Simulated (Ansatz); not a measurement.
System: NaCdAsS3 (P2₁/c, No. 14; cell taken from a computed entry). Method: LDA (Ansatz, a quantum-chemistry and plane-wave program, PAW).

Settings: plane-wave cutoff 520 eV, 8×2×6 k mesh (along the axes of the cell as run), Fermi–Dirac smearing 0.01 eV, scalar-relativistic PAW data made under PBE.

Cell (relaxed with PBEsol):

```yaml
crystal:
  lattice:
    - [5.62347, 0.00000, -0.01342]
    - [0.00000, 16.38080, 0.00000]
    - [-5.51608, 0.00000, 5.68262]
  atoms:
    - { symbol: Na, position: [0.20487, 0.92507, 0.73557] }
    - { symbol: Na, position: [0.79513, 0.07493, 0.26443] }
    - { symbol: Na, position: [0.79513, 0.42507, 0.76443] }
    - { symbol: Na, position: [0.20487, 0.57493, 0.23557] }
    - { symbol: Cd, position: [0.76667, 0.75023, 0.76094] }
    - { symbol: Cd, position: [0.23333, 0.24977, 0.23906] }
    - { symbol: Cd, position: [0.23333, 0.25023, 0.73906] }
    - { symbol: Cd, position: [0.76667, 0.74977, 0.26094] }
    - { symbol: As, position: [0.28405, 0.59875, 0.77074] }
    - { symbol: As, position: [0.71595, 0.40125, 0.22926] }
    - { symbol: As, position: [0.71595, 0.09875, 0.72926] }
    - { symbol: As, position: [0.28405, 0.90125, 0.27074] }
    - { symbol: S, position: [0.63817, 0.90256, 0.66909] }
    - { symbol: S, position: [0.36183, 0.09744, 0.33091] }
    - { symbol: S, position: [0.36183, 0.40256, 0.83091] }
    - { symbol: S, position: [0.63817, 0.59744, 0.16909] }
    - { symbol: S, position: [0.64688, 0.59717, 0.72983] }
    - { symbol: S, position: [0.35312, 0.40283, 0.27017] }
    - { symbol: S, position: [0.35312, 0.09717, 0.77017] }
    - { symbol: S, position: [0.64688, 0.90283, 0.22983] }
    - { symbol: S, position: [0.19478, 0.76245, 0.22292] }
    - { symbol: S, position: [0.80522, 0.23755, 0.77708] }
    - { symbol: S, position: [0.80522, 0.26245, 0.27708] }
    - { symbol: S, position: [0.19478, 0.73755, 0.72292] }
```

### Question
Estimate the band gap, smallest direct gap on the k points sampled and Γ–Γ gap that the calculation returns.

### Answer

* **band gap**: 1.69 eV
* **smallest direct gap on the k points sampled**: 1.81 eV
* **Γ–Γ gap**: 2.12 eV

Note: cell and atoms aren't relaxed at this level (largest force component 0.09 eV/Å, pressure -2.0 GPa).

Spin–orbit coupling is not included.

Computed values are for the static lattice.
